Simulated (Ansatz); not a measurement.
Input file:

```yaml
crystal:
  periodic: [false, false, false]
  atoms:
    - {symbol: Si, position_ang: [0.000000, 0.000000, 1.163261]}
    - {symbol: B, position_ang: [0.000000, 0.000000, -2.466739]}
    - {symbol: H, position_ang: [0.000000, -1.075954, -2.977790]}
    - {symbol: H, position_ang: [0.000000, 1.075954, -2.977790]}
basis:
  gaussian: {orbitals: cc-pVDZ}
magnetization: {spin_polarized: false, initial_magnetization: 3}
correlation: {method: ccsdtq, electrons: outside_noble_gas}
```

```sh
$ ansatz run in.yaml --threads 2 --pin off --events-out ev --progress --plain --max-ram 24576MiB --backend cuda --devices 0, --max-vram 18GiB
```

Output:

```
767 factors; integrals over basis functions are off by at most 1.4e-7 eV
mean field evaluation 1: about -8558.9338 eV, gradient 9.9e0 eV
mean field evaluation 2: about -8558.9491 eV, gradient 9.9e0 eV
mean field evaluation 4: about -8560.7377 eV, gradient 1.7e0 eV
mean field evaluation 8: about -8560.7851 eV, gradient 1.8e-1 eV
mean field evaluation 16: about -8558.9332 eV, gradient 9.9e0 eV
mean field evaluation 32: about -8560.3843 eV, gradient 1.6e-6 eV
mean field evaluation 64: about -8560.7828 eV, gradient 2.8e-1 eV
mean field evaluation 96: about -8560.7849 eV, gradient 1.5e-1 eV
mean field evaluation 128: about -8558.7393 eV, gradient 3.4e0 eV
mean field evaluation 160: about -8560.3492 eV, gradient 1.2e0 eV
...
mean field -8560.78565673 eV, -314.6030701760 hartree, gradient 1.2e-6 eV, S^2 3.750000; 16 other end points of the search recorded, 0 dependent functions left out
...
determinant -8560.78565673 eV, -314.6030701760 hartree, with singles and doubles -8565.04922299 eV, -314.7597533458 hartree
determinant -8560.38426644 eV, -314.5883193550 hartree, with singles and doubles -8564.65634282 eV, -314.7453152659 hartree
determinant -8560.36475953 eV, -314.5876024891 hartree, with singles and doubles -8564.63811331 eV, -314.7446453438 hartree
determinant -8559.42184185 eV, -314.5529509034 hartree, with singles and doubles -8563.92294854 eV, -314.7183635235 hartree
determinant -8559.38345414 eV, -314.5515401811 hartree, with singles and doubles -8563.85355623 eV, -314.7158134029 hartree
determinant -8559.11102164 eV, -314.5415284716 hartree, with singles and doubles -8563.58160811 eV, -314.7058194940 hartree
determinant -8560.78565673 eV, -314.6030701760 hartree, with singles and doubles -8565.04907995 eV, -314.7597480895 hartree
determinant -8560.38426644 eV, -314.5883193550 hartree, with singles and doubles -8564.65621029 eV, -314.7453103958 hartree
determinant -8560.36475953 eV, -314.5876024891 hartree, with singles and doubles -8564.63841442 eV, -314.7446564096 hartree
...
6 core orbitals not correlated: weight in the atoms' cores, before any rotation towards them, 1.000 or more for the frozen orbitals, at most 0.000 for the correlated occupied ones
reference -8560.78565673 eV, -314.6030701760 hartree; 6, 3 occupied and 30, 33 virtual orbitals, 767 factors
second order -3.12704506 eV of doubles, -0.07781475 eV of singles
...
cycle  26  -4.36630902 eV  change   -5.7e-7 eV  update   1.6e-5
cycle  27  -4.36630902 eV  change    2.6e-9 eV  update   7.1e-6
cycle  28  -4.36630873 eV  change    2.9e-7 eV  update   3.8e-6
cycle  29  -4.36630851 eV  change    2.1e-7 eV  update   2.9e-6
cycle  30  -4.36630844 eV  change    7.1e-8 eV  update   3.6e-6
cycle   1  -4.36630668 eV  update   2.1e-6
cycle   2  -4.36630625 eV  change    4.2e-7 eV  update   1.9e-6
cycle   3  -4.36630616 eV  change    8.8e-8 eV  update   2.5e-6
cycle   4  -4.36630610 eV  change    6.1e-8 eV  update   1.3e-6
cycle   5  -4.36630610 eV  change    1.2e-9 eV  update   1.8e-7
Total energy: -8565.15196284 eV, -314.7635289657 hartree
```

Ran on 2 threads of AMD EPYC 7R13 with a shared H100 80 GB, shared host: 89 s wall, 1.1 GiB peak host memory.
